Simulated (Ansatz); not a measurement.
**Structure optimisation: scandium, hcp**

All numbers below come from DFT, revPBE, plane waves (420 eV) with PAW, scalar-relativistic (Ansatz). The PAW files were generated under PBE, with cores re-solved for the functional.

k-point mesh 11×11×6, Fermi-Dirac smearing 0.05 eV, starting moments 1.00 ×2 μB. Cell and atoms relax.

Starting structure:

```
Sc
1.0
     3.30900    0.00000    0.00000
    -1.65450    2.86568    0.00000
     0.00000    0.00000    5.27330
Sc
2
Direct
  0.33333 0.66667 0.25000
  0.66667 0.33333 0.75000
```

**Question.** What cell does the relaxation end in?

**Answer.** P6_3/mmc (spin ignored) with a = 3.336 Å, c = 5.277 Å (c/a = 1.582); 25.44 Å³ per atom against 25.00 at the start (1.7 %).

**Question.** How much energy does the relaxation gain?

**Answer.** 1.5 meV per atom.

Path of the relaxation (the plane waves are chosen anew near the end, which can shift the energy a little):

```
step  E − E(final) (meV/atom)  V (Å³/atom)  P (GPa)  max force (eV/Å)
   0                     1.47       25.002     0.94             0.000
   1                     0.20       25.554    -0.23             0.000
   2                     0.09       25.450    -0.02             0.000
   3                     0.08       25.436     0.01             0.000
   4                     0.00       25.436     0.01             0.000
```

**Question.** Which magnetic state does it end in?

**Answer.** ferromagnetic, net 0.41 μB per atom; moments 0.26 ×2 μB.

Real scandium is paramagnetic; a moment here is an artefact of the functional.
